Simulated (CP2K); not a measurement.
# HF/STO-3G run of PH3 (phosphine)

Aim: the vertical singlet–triplet gap of PH3 (phosphine) at HF/STO-3G, from 2 runs. 

The calculation is run with CP2K 2026.2.

5 further runs of the same task are left out: 3 that didn't finish, 2 set aside as unsound or not needed.

### Step 1. The molecule

PH3 has 4 atoms, charge 0, and is taken as a singlet. As SMILES, `P`. The shape is that of a PBE0-D4/def2-TZVP optimisation.

Bond lengths: P1–H2 1.420 Å, P1–H3 1.420 Å, P1–H4 1.420 Å. Angles: H2–P1–H3 93.1°, H2–P1–H4 93.1°, H3–P1–H4 93.1°.

### Step 2. The energy at HF/STO-3G

Input file molecule.xyz:

```xyz
4

P      0.346000    -0.326500    -0.332800
H      0.630900    -0.034000     1.027000
H     -1.005500    -0.663000    -0.057200
H      0.028700     1.023500    -0.636900
```

Input file gas.inp:

```
&FORCE_EVAL
   METHOD QUICKSTEP
   &DFT
      BASIS_SET_FILE_NAME ./sto_3g.basis
      POTENTIAL_FILE_NAME POTENTIAL
      CHARGE 0
      MULTIPLICITY 1
      &QS
         METHOD GAPW
         EPS_DEFAULT 1.0E-10
      &END QS
      &MGRID
         CUTOFF 280
         REL_CUTOFF 50
         NGRIDS 4
      &END MGRID
      &POISSON
         PERIODIC NONE
         POISSON_SOLVER MULTIPOLE
      &END POISSON
      &SCF
         SCF_GUESS ATOMIC
         EPS_SCF 1.0E-06
         MAX_SCF 50
         &OT ON
            MINIMIZER DIIS
            PRECONDITIONER FULL_ALL
         &END OT
         &OUTER_SCF
            EPS_SCF 1.0E-06
            MAX_SCF 8
         &END OUTER_SCF
      &END SCF
      &XC
         &XC_FUNCTIONAL NONE
         &END XC_FUNCTIONAL
         &HF
            FRACTION 1
            &SCREENING
               EPS_SCHWARZ 1.0E-10
               SCREEN_ON_INITIAL_P F
            &END SCREENING
            &INTERACTION_POTENTIAL
               POTENTIAL_TYPE COULOMB
            &END INTERACTION_POTENTIAL
            &MEMORY
               MAX_MEMORY 1050
            &END MEMORY
         &END HF
      &END XC
      &PRINT
         &MOMENTS
            PERIODIC F
            REFERENCE COM
            MAX_MOMENT 1
         &END MOMENTS
         &MO_CUBES
            NLUMO 1
            NHOMO -1
            WRITE_CUBE F
         &END MO_CUBES
         &LOWDIN ON
         &END LOWDIN
         &HIRSHFELD OFF
         &END HIRSHFELD
      &END PRINT
   &END DFT
   &SUBSYS
      &CELL
         ABC [angstrom] 8.6 8.7 8.7
         PERIODIC NONE
      &END CELL
      &TOPOLOGY
         COORD_FILE_NAME molecule.xyz
         COORD_FILE_FORMAT XYZ
         &CENTER_COORDINATES
         &END CENTER_COORDINATES
      &END TOPOLOGY
      &KIND P
         BASIS_SET STO-3G
         POTENTIAL ALL
         LEBEDEV_GRID 194
         RADIAL_GRID 100
      &END KIND
      &KIND H
         BASIS_SET STO-3G
         POTENTIAL ALL
         LEBEDEV_GRID 194
         RADIAL_GRID 100
      &END KIND
   &END SUBSYS
&END FORCE_EVAL

&GLOBAL
   PROJECT gas
   RUN_TYPE ENERGY
   PRINT_LEVEL MEDIUM
&END GLOBAL
```

Command:

```sh
OMP_NUM_THREADS=1 cp2k.psmp -i gas.inp -o gas.out
```

Output:

```text
CP2K| version string:                                       CP2K version 2026.2
[...]
 GLOBAL| Method name                                                        CP2K
[...]
 GLOBAL| Run type                                                         ENERGY
[...]
 DFT| Spin restricted Kohn-Sham (RKS) calculation                            RKS
 DFT| Multiplicity                                                             1
[...]
 DFT| Charge                                                                   0
[...]
 QS| Method:                                                                GAPW
[...]
 QS| Density cutoff [a.u.]:                                                140.0
[...]
 QS| Relative density cutoff [a.u.]:                                        25.0
[...]
                             - Atoms:                                          4
[...]
                             - Spherical basis functions:                     12
[...]
 Number of electrons:                                                         18
[...]
     1 OT DIIS     0.15E+00    0.2     1.00781860      -323.9507504637 -3.24E+02
[...]
    43 OT DIIS     0.15E+00    0.1     0.00000093      -338.6344860646 -7.95E-11
  *** SCF run converged in    43 steps ***
[...]
  Overlap energy of the core charge distribution:               0.00000025770792
  Self energy of the core charge distribution:               -151.83916175828861
  Core Hamiltonian energy:                                   -186.99553693364209
  Hartree energy:                                              33.44419447071787
  Exchange-correlation energy:                                  0.00000000000000
  Hartree-Fock Exchange energy:                               -23.82565379342191
[...]
                     Mulliken Population Analysis
 #  Atom  Element  Kind  Atomic population                           Net charge
       1     P        1         14.648934                              0.351066
       2     H        2          1.117038                             -0.117038
       3     H        2          1.116997                             -0.116997
       4     H        2          1.117030                             -0.117030
 # Total charge                             18.000000                 -0.000000
[...]
  Dipole moment [Debye]
    X= -0.3150804E+00 Y=  0.2971325E+00 Z=  0.3026306E+00  Total=      0.5283452
[...]
 HOMO - LUMO gap [eV] :   20.976381
 ENERGY| Total FORCE_EVAL ( QS ) energy [hartree]           -338.634486064606506
[...]
```

It took 4.8 s on 1 thread of AMD EPYC 9R45 (Zen 5), shared host; peak memory 0.44 GiB.

### Step 3. The triplet

molecule.xyz is that of step 2.

Input file molecule.inp:

```
&global
   project molecule
   run_type ENERGY
   print_level MEDIUM
&end global

&force_eval
   method QS
   &dft
      basis_set_file_name ./sto_3g.basis
      potential_file_name POTENTIAL
      multiplicity 3
      lsd T
      &qs
         method GAPW
         eps_default 1.0E-10
      &end qs
      # real-space grids
      &mgrid
         cutoff 280
         rel_cutoff 50
         ngrids 4
      &end mgrid
      &poisson
         periodic NONE
         poisson_solver MULTIPOLE
      &end poisson
      &scf
         scf_guess ATOMIC
         eps_scf 1.0E-06
         max_scf 50
         &ot
            minimizer DIIS
            preconditioner FULL_ALL
         &end ot
         &outer_scf
            eps_scf 1.0E-06
            max_scf 10
         &end outer_scf
      &end scf
      &xc
         &xc_functional NONE
         &end xc_functional
         # exact exchange
         &hf
            fraction 1
            &screening
               eps_schwarz 1.0E-10
            &end screening
            &memory
               max_memory 1050
            &end memory
         &end hf
      &end xc
      # extra output
      &print
         &moments
            periodic F
            reference COM
            max_moment 1
         &end moments
         &mo_cubes
            nlumo 1
            nhomo -1
            write_cube F
         &end mo_cubes
         &lowdin ON
         &end lowdin
         &hirshfeld OFF
         &end hirshfeld
      &end print
   &end dft
   &subsys
      &cell
         abc 8.6 8.7 8.7
         periodic NONE
      &end cell
      &topology
         coord_file_name molecule.xyz
         coord_file_format XYZ
         &center_coordinates
         &end center_coordinates
      &end topology
      &kind P
         basis_set STO-3G
         potential ALL
         lebedev_grid 194
         radial_grid 100
      &end kind
      &kind H
         basis_set STO-3G
         potential ALL
         lebedev_grid 194
         radial_grid 100
      &end kind
   &end subsys
&end force_eval
```

Command:

```sh
OMP_NUM_THREADS=1 cp2k.psmp -i molecule.inp -o molecule.out
```

Output:

```text
CP2K| version string:                                       CP2K version 2026.2
[...]
 GLOBAL| Method name                                                        CP2K
[...]
 GLOBAL| Run type                                                         ENERGY
[...]
 DFT| Spin unrestricted (spin-polarized) Kohn-Sham calculation               UKS
 DFT| Multiplicity                                                             3
[...]
 DFT| Charge                                                                   0
[...]
 QS| Method:                                                                GAPW
[...]
 QS| Density cutoff [a.u.]:                                                140.0
[...]
 QS| Relative density cutoff [a.u.]:                                        25.0
[...]
                             - Atoms:                                          4
[...]
                             - Spherical basis functions:                     12
[...]
 Number of electrons:                                                         10
[...]
     1 OT DIIS     0.15E+00    0.2     0.61095247      -318.1781405152 -3.18E+02
[...]
    31 OT DIIS     0.15E+00    0.1     0.00000051      -338.2837618396 -1.94E-08
  *** SCF run converged in    31 steps ***
[...]
  Overlap energy of the core charge distribution:               0.00000025770792
  Self energy of the core charge distribution:               -151.83916175828861
  Core Hamiltonian energy:                                   -186.46534998446174
  Hartree energy:                                              33.32430324481595
  Exchange-correlation energy:                                  0.00000000000000
  Hartree-Fock Exchange energy:                               -23.92372651244777
[...]
                     Mulliken Population Analysis
 #  Atom  Element  Kind  Atomic population (alpha,beta) Net charge  Spin moment
       1     P        1         7.945784     6.609872     0.444345     1.335912
       2     H        2         0.913398     0.293577    -0.206975     0.619821
       3     H        2         0.570540     0.548109    -0.118648     0.022431
       4     H        2         0.570279     0.548443    -0.118721     0.021836
 # Total charge and spin       10.000000     8.000000     0.000000     2.000000
[...]
  Dipole moment [Debye]
    X=  0.1348868E+00 Y= -0.6546371E+00 Z= -0.1664523E+01  Total=      1.7937062
[...]
 HOMO - LUMO gap [eV] :   12.794474
 ENERGY| Total FORCE_EVAL ( QS ) energy [hartree]           -338.283761839595968
[...]
```

Wall time 18 s (1 thread of AMD EPYC 9R45 (Zen 5), shared host); peak memory 0.45 GiB.

### Step 4. Results

At HF/STO-3G:

```
                                        quantity          value
                           singlet: total energy  -338.63449 Eh
                          singlet: dipole moment         0.53 D
                            singlet: HOMO energy       -8.16 eV
                            singlet: LUMO energy       12.82 eV
                          singlet: HOMO–LUMO gap       20.98 eV
                           triplet: total energy  -338.28376 Eh
                          triplet: dipole moment         1.79 D
                                   triplet: ⟨S²⟩          2.012
vertical energy of the triplet above the singlet       9.544 eV
```

At this shape the triplet lies 9.54 eV (921 kJ/mol) above the singlet. In a minimal basis such a difference can be off by several eV, whatever the method.
